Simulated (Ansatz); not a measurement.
Born–Oppenheimer molecular dynamics of AlH3MgN (6 atoms, charge -1, multiplicity 1). It starts from a relaxed structure.

Theory: RKS PBE-D4/def2-SVP in Ansatz 0.2.0.

```
ensemble        : NVT, Nosé–Hoover chain
time step       : 0.5 fs
steps asked     : 166
set temperature : 300 K
thermostat      : time constant 100 fs, chain length 3 (defaults)
masses          : H 3.016 u
seed            : 371885
```

Frames 1 fs apart, positions in Å, forces in eV/Å.

Velocities at 5.0 fs (Å/ps):

```
N 3.49 -2.52 -1.89
Al -2.32 -2.30 2.08
Mg 1.31 2.74 0.22
H -10.74 10.45 -0.60
H 7.59 6.19 -6.92
H -2.88 -6.42 -4.05
```

```xyz
6
Properties=species:S:1:pos:R:3:forces:R:3 time_fs=5.0 energy_less_start_eV=0.039 T=226
N -0.617 -0.375 -0.076 0.91 0.50 0.25
Al 0.171 0.923 -1.064 0.17 0.32 -0.41
Mg 0.951 -0.251 1.151 -0.05 -0.05 -0.09
H -1.533 -0.766 -0.189 -1.12 -0.65 -0.11
H -0.596 1.496 -2.490 0.06 -0.12 0.27
H 1.640 -0.963 2.607 0.03 -0.01 0.08
6
Properties=species:S:1:pos:R:3:forces:R:3 time_fs=6.0 energy_less_start_eV=0.037 T=230
N -0.613 -0.377 -0.078 0.41 0.28 0.22
Al 0.169 0.920 -1.062 0.22 0.39 -0.49
Mg 0.952 -0.248 1.151 -0.04 -0.06 -0.08
H -1.545 -0.756 -0.189 -0.69 -0.48 -0.05
H -0.588 1.502 -2.497 0.07 -0.13 0.31
H 1.638 -0.969 2.603 0.03 -0.01 0.09
6
Properties=species:S:1:pos:R:3:forces:R:3 time_fs=7.0 energy_less_start_eV=0.039 T=225
N -0.609 -0.380 -0.080 -0.19 0.03 0.19
Al 0.167 0.918 -1.060 0.27 0.47 -0.57
Mg 0.953 -0.245 1.151 -0.02 -0.07 -0.07
H -1.560 -0.748 -0.190 -0.16 -0.28 0.02
H -0.580 1.508 -2.502 0.07 -0.15 0.34
H 1.635 -0.976 2.600 0.03 -0.01 0.10
6
Properties=species:S:1:pos:R:3:forces:R:3 time_fs=8.0 energy_less_start_eV=0.049 T=206
N -0.605 -0.382 -0.082 -0.78 -0.20 0.15
Al 0.164 0.916 -1.058 0.33 0.54 -0.64
Mg 0.955 -0.243 1.151 -0.01 -0.08 -0.06
H -1.575 -0.741 -0.191 0.37 -0.11 0.08
H -0.572 1.513 -2.506 0.06 -0.16 0.37
H 1.632 -0.982 2.596 0.04 0.00 0.11
6
Properties=species:S:1:pos:R:3:forces:R:3 time_fs=9.0 energy_less_start_eV=0.065 T=175
N -0.602 -0.384 -0.083 -1.28 -0.37 0.12
Al 0.162 0.915 -1.057 0.37 0.60 -0.70
Mg 0.956 -0.240 1.151 0.00 -0.09 -0.05
H -1.589 -0.735 -0.192 0.80 0.02 0.13
H -0.564 1.517 -2.510 0.06 -0.16 0.38
H 1.630 -0.989 2.593 0.04 0.00 0.11
6
Properties=species:S:1:pos:R:3:forces:R:3 time_fs=10.0 energy_less_start_eV=0.082 T=141
N -0.599 -0.387 -0.084 -1.63 -0.47 0.11
Al 0.161 0.913 -1.056 0.42 0.64 -0.73
Mg 0.957 -0.237 1.151 0.01 -0.10 -0.04
H -1.600 -0.728 -0.192 1.11 0.10 0.17
H -0.555 1.521 -2.512 0.05 -0.17 0.39
H 1.627 -0.995 2.591 0.04 0.00 0.11
6
Properties=species:S:1:pos:R:3:forces:R:3 time_fs=11.0 energy_less_start_eV=0.096 T=116
N -0.598 -0.389 -0.086 -1.81 -0.51 0.10
Al 0.159 0.912 -1.055 0.45 0.66 -0.75
Mg 0.958 -0.235 1.152 0.01 -0.11 -0.04
H -1.608 -0.721 -0.191 1.28 0.12 0.18
H -0.546 1.525 -2.512 0.03 -0.17 0.39
H 1.625 -1.002 2.588 0.04 0.01 0.11
6
Properties=species:S:1:pos:R:3:forces:R:3 time_fs=12.0 energy_less_start_eV=0.101 T=106
N -0.598 -0.393 -0.087 -1.82 -0.47 0.11
Al 0.157 0.911 -1.054 0.48 0.65 -0.73
Mg 0.960 -0.232 1.152 0.00 -0.13 -0.05
H -1.612 -0.713 -0.191 1.29 0.10 0.18
H -0.538 1.528 -2.512 0.02 -0.17 0.38
H 1.623 -1.008 2.587 0.04 0.02 0.11
6
Properties=species:S:1:pos:R:3:forces:R:3 time_fs=13.0 energy_less_start_eV=0.098 T=111
N -0.599 -0.396 -0.088 -1.66 -0.37 0.12
Al 0.156 0.910 -1.054 0.50 0.63 -0.70
Mg 0.961 -0.230 1.152 -0.01 -0.14 -0.05
H -1.611 -0.706 -0.189 1.14 0.02 0.16
H -0.529 1.530 -2.510 0.00 -0.16 0.36
H 1.621 -1.014 2.585 0.03 0.02 0.11
6
Properties=species:S:1:pos:R:3:forces:R:3 time_fs=14.0 energy_less_start_eV=0.091 T=124
N -0.601 -0.400 -0.089 -1.33 -0.22 0.14
Al 0.155 0.909 -1.054 0.51 0.58 -0.64
Mg 0.962 -0.227 1.152 -0.04 -0.16 -0.07
H -1.608 -0.698 -0.187 0.85 -0.09 0.13
H -0.520 1.532 -2.507 -0.03 -0.15 0.34
H 1.619 -1.021 2.584 0.03 0.03 0.10
6
Properties=species:S:1:pos:R:3:forces:R:3 time_fs=15.0 energy_less_start_eV=0.085 T=136
N -0.604 -0.404 -0.090 -0.84 -0.01 0.17
Al 0.154 0.909 -1.054 0.52 0.52 -0.56
Mg 0.964 -0.225 1.152 -0.06 -0.17 -0.09
H -1.601 -0.690 -0.184 0.41 -0.24 0.09
H -0.511 1.534 -2.503 -0.05 -0.14 0.30
H 1.617 -1.027 2.583 0.03 0.04 0.09
6
Properties=species:S:1:pos:R:3:forces:R:3 time_fs=16.0 energy_less_start_eV=0.085 T=137
N -0.608 -0.408 -0.091 -0.25 0.22 0.20
Al 0.153 0.909 -1.054 0.52 0.44 -0.47
Mg 0.965 -0.223 1.152 -0.09 -0.19 -0.11
H -1.593 -0.683 -0.182 -0.12 -0.40 0.03
H -0.503 1.535 -2.498 -0.08 -0.12 0.26
H 1.615 -1.033 2.582 0.02 0.05 0.08
```

Of the whole run (83 fs, mean temperature of the second half 176 K): The conserved energy stayed within 0.061 meV per atom of its start (net change 0.061 meV per atom), so the integration is sound. The mean temperature of the second half is 41 % below the set value. A run of 0.083 ps of so small a system gives no equilibrium averages. Limits of this set-up: an anion without diffuse functions, the dipole of an ion depends on the origin.

Time of the run: 3 min on 1 thread of Arm Neoverse V1, on a shared host, peak memory 0.23 GiB.
